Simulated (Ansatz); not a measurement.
## Structure relaxation of PbI₃

Method: DFT PBE, scalar-relativistic, plane waves, PAW in Ansatz. Cutoff 420 eV, Γ-centred k mesh, Gaussian smearing, no spin polarisation in the final step.

PbI₃ was placed on the Cu3Au (L1_2) structure type (Pm-3m, No. 221), with Pb in place of Au, I in place of Cu, at a guessed volume.

```yaml
crystal:
  lattice:
    - [5.36896, 0.00000, 0.00000]
    - [0.00000, 5.36896, 0.00000]
    - [0.00000, 0.00000, 5.36896]
  atoms:
    - { symbol: Pb, position: [0.00000, 0.00000, 0.00000] }
    - { symbol: I, position: [0.00000, 0.50000, 0.50000] }
    - { symbol: I, position: [0.50000, 0.00000, 0.50000] }
    - { symbol: I, position: [0.50000, 0.50000, 0.00000] }
```

Steps on the 10×10×10 mesh (4 atoms). 4 of 5 steps are shown, and the free energy counts from the last. Trial steps that were taken back and renewals of the plane-wave basis can be among the rows.

```
step  ΔF (meV/atom) V (Å³/atom) P (GPa)
   1            8.8        38.69    -1.22
   2            1.2        37.34    -0.51
   3           -0.3        36.42     0.07
   5            0.0        36.51     0.00
```

A final relaxation ran on a 10×10×10 mesh. The relaxed crystal, Pm-3m (No. 221):

```cif
data_structure
_symmetry_space_group_name_H-M 'Pm-3m'
_symmetry_Int_Tables_number 221
_cell_length_a 5.2663
_cell_length_b 5.2663
_cell_length_c 5.2663
_cell_angle_alpha 90.000
_cell_angle_beta 90.000
_cell_angle_gamma 90.000
_cell_volume 146.06
loop_
_atom_site_label
_atom_site_type_symbol
_atom_site_symmetry_multiplicity
_atom_site_Wyckoff_symbol
_atom_site_fract_x
_atom_site_fract_y
_atom_site_fract_z
_atom_site_occupancy
Pb1 Pb 1 a 0.00000 0.00000 0.00000 1
I1 I 3 c 0.00000 0.50000 0.50000 1
```

- Volume per atom: 36.51 Å³
- Density: 6.68 g/cm³
- Energy over the elements: -0.01 eV/atom
- Gap on the 10×10×10 mesh: 0 eV (a metal)

Energies over the elements count from the elements' standard structures at the same level, with no empirical corrections.

The final run used a 10×10×10 mesh on its 4-atom cell and 0.10 eV smearing. The k mesh leaves about 4 meV/atom of noise in metals. Spin–orbit coupling is left out.

A structure relaxed within its symmetry needn't be a true minimum.

Cost: 2 runs of about 1.8 core-minutes in all, on Arm Neoverse V1 (shared hosts).